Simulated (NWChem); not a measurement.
# Basis-set dependence for P (-1)

```
P
```
Charge -1, spin multiplicity 3.

The numbers come from NWChem runs, not from measurements.

Hartree-Fock energies in Ha, correlation energies in mHa.

The correlated methods keep 5 core orbitals frozen. No SCF solution was tested for a lower state. Open-shell Hartree-Fock references start from PBE0 orbitals. Coupled-cluster values serve here as a point of comparison, not as the truth.

```tsv
basis	functions	UHF	UMP2	SCS-UMP2	CCSD on ROHF	CCSD[T] on ROHF	CCSD(T) on ROHF	CCSD on UHF	CCSD[T] on UHF	CCSD(T) on UHF	CCSDT on ROHF
def2-SVPD	24	-340.54992	-83.7	-82.5	-107.7	-110.4	-110.4	-103.7	-106.1	-106.0	-110.9
def2-TZVPD	43	-340.68747	-107.2	-106.7	-133.7	-139.7	-139.7	-129.1	-134.6	-134.5	-140.2
```

From def2-SVPD to def2-TZVPD the Hartree-Fock energy moves by -137.6 mHa and the UMP2 correlation energy by -23.5 mHa, which is 22 % of its value in the larger set.
